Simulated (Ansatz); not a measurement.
This geometry of C$_{3}$H$_{7}$N (11 atoms, charge 0, multiplicity 1) is a first-order saddle point.

The calculation used Ansatz 0.2.0, RKS B3LYP-D4/STO-3G.

```xyz
11
Properties=species:S:1:pos:R:3
C -0.757 1.200 -0.408
C 0.048 0.161 -0.118
C -0.200 -0.787 1.073
N 1.294 -0.092 -0.829
H -0.560 1.861 -1.257
H -1.629 1.428 0.208
H -1.172 -1.297 0.971
H 0.591 -1.549 1.135
H -0.210 -0.226 2.021
H 1.257 0.369 -1.775
H 1.403 -1.126 -0.999
```

(1) Which two structures does it join? (They come from a converged band through this point; their orientation in space is the band's.)

(2) How far does it lie above each of them?

Answers

(1) No bond is made or broken. The dihedral C1–C2–C3–H9 goes from 1 to -120°. The two ends are copies of one structure, up to a mirror image or an exchange of like atoms.

First end point:

```xyz
11
Properties=species:S:1:pos:R:3
C -0.349 1.436 -0.140
C 0.071 0.157 -0.117
C -0.184 -0.796 1.062
N 0.914 -0.417 -1.157
H -0.152 2.090 -0.993
H -0.893 1.866 0.703
H -0.748 -1.685 0.733
H 0.772 -1.142 1.489
H -0.760 -0.287 1.848
H 0.789 0.125 -2.051
H 0.606 -1.405 -1.356
```

Last end point:

```xyz
11
Properties=species:S:1:pos:R:3
C -0.858 1.085 -0.534
C 0.034 0.168 -0.116
C -0.223 -0.787 1.061
N 1.380 0.068 -0.662
H -0.646 1.752 -1.374
H -1.822 1.204 -0.035
H -1.221 -0.610 1.487
H -0.163 -1.839 0.733
H 0.533 -0.636 1.850
H 1.401 0.484 -1.629
H 1.650 -0.945 -0.761
```

(2) 4.8 kJ/mol above the first and 4.8 kJ/mol above the second. This is the barrier of this one path; another mechanism may lie lower. Limits of this set-up: minimal basis.

Time of the run: 73 s on 1 thread of Arm Neoverse N1, with other jobs on the host, peak memory 0.092 GiB.
